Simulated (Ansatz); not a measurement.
SiC2. Total charge 0; singlet. Geometry PBE-D4/def2-TZVP; atoms count from 1.

Cartesian coordinates in Å:
```
Si -1.0484 0.6790 -0.5375
C 0.7373 -0.3353 0.8790
C 0.3111 -0.3437 -0.3415
```

Another isomer (singlet) lies 0.09 eV lower at PBE0-D4/def2-TZVP; other spin states weren't run for this one.

Estimate the Mulliken populations from the PBE0/def2-TZVP orbitals of Ansatz.


```tsv
atom	charge (e)
Si1	0.31
C2	-0.22
C3	-0.10
```
Mulliken values depend strongly on the basis.

And the Mayer bond orders between heavy atoms (over 0.3)?

Si1–C2 0.59 (2.49 Å); Si1–C3 1.62 (1.71 Å); C2–C3 1.91 (1.29 Å).
